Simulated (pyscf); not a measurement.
## Four-centre exchange: H₃Ge–SeH (SMILES [GeH3][SeH]) + HF (SMILES F) -> F–GeH₂–SeH (SMILES [F][GeH2][SeH]) + H₂ (SMILES [H][H])

Gas phase, singlet surface, charge 0. Bonds broken: Ge2–H4, F7–H8. Bonds formed: Ge2–F7, H4–H8. PySCF, gas phase, ωB97X-D3(BJ)/def2-SVP geometries.

Transition state (Å):

```xyz
8

Se     0.0549    -1.5619     0.8657
Ge    -0.9625     0.3522     0.0428
H      1.1976    -1.4675    -0.0443
H     -2.0690     0.4725    -1.4412
H     -2.3013     0.3107     0.8154
H     -0.2950     1.7120     0.2229
F     -0.0163     0.0942    -1.7552
H     -1.2288     0.3033    -1.8578
```

One imaginary mode, 1217i cm⁻¹; descent along it reached the two sides named.

| bond | change | reactant side (Å) | saddle | product side |
|---|---|---|---|---|
| Ge2–H4 | breaks | 1.538 | 1.855 | 4.1 |
| F7–H8 | breaks | 0.931 | 1.235 | 2.377 |
| Ge2–F7 | forms | 3.2 | 2.048 | 1.750 |
| H4–H8 | forms | 2.328 | 0.953 | 0.761 |

Electronic energies relative to the separated reactants (kcal/mol):

```json
[
 {"level": "ωB97X-D3(BJ)/def2-TZVP", "barrier": "35.4", "reaction energy": "-11.8", "reverse barrier": "47.2"},
 {"level": "PBE/def2-TZVP", "barrier": "28.9", "reaction energy": "-11.4", "reverse barrier": "40.3"},
 {"level": "r²SCAN/def2-TZVP", "barrier": "30.8", "reaction energy": "-13.1", "reverse barrier": "43.9"},
 {"level": "B3LYP-D3(BJ)/def2-TZVP", "barrier": "34.0", "reaction energy": "-12.1", "reverse barrier": "46.1"},
 {"level": "PBE0-D3(BJ)/def2-TZVP", "barrier": "33.6", "reaction energy": "-9.7", "reverse barrier": "43.4"},
 {"level": "M06-2X/def2-TZVP", "barrier": "34.2", "reaction energy": "-15.7", "reverse barrier": "49.9"},
 {"level": "ωB97M-D3(BJ)/def2-TZVP", "barrier": "35.8", "reaction energy": "-10.8", "reverse barrier": "46.6"},
 {"level": "HF/def2-TZVP", "barrier": "53.1", "reaction energy": "-10.4", "reverse barrier": "63.4"}
]
```

With ωB97M-D3(BJ)/def2-TZVP energies and thermal terms (ideal gas, 1 atm, RRHO with modes under 100 cm⁻¹ raised to 100, one conformer, R ln 2 for chiral ones without a mode under 150 cm⁻¹), in kcal/mol:

| T (K) | ΔH‡ | ΔG‡ | ΔH | ΔG |
|---|---|---|---|---|
| 298 | 34.2 | 44.3 | -13.1 | -11.9 |
| 600 | 34.0 | 54.7 | -12.5 | -10.8 |
| 900 | 34.2 | 65.1 | -12.0 | -10.1 |
| 1200 | 34.6 | 75.3 | -11.7 | -9.5 |

At the saddle there is also a short Ge–H contact that neither side keeps. The same reactants have a lower exit, to H₂Se + F–GeH₃ (barrier +27.5 kcal/mol at ωB97M-D3(BJ)/def2-TZVP, against +35.8 kcal/mol here). One saddle was located; it need not be the lowest between these sides. Elements up to Kr have no core potential and no relativistic terms here.
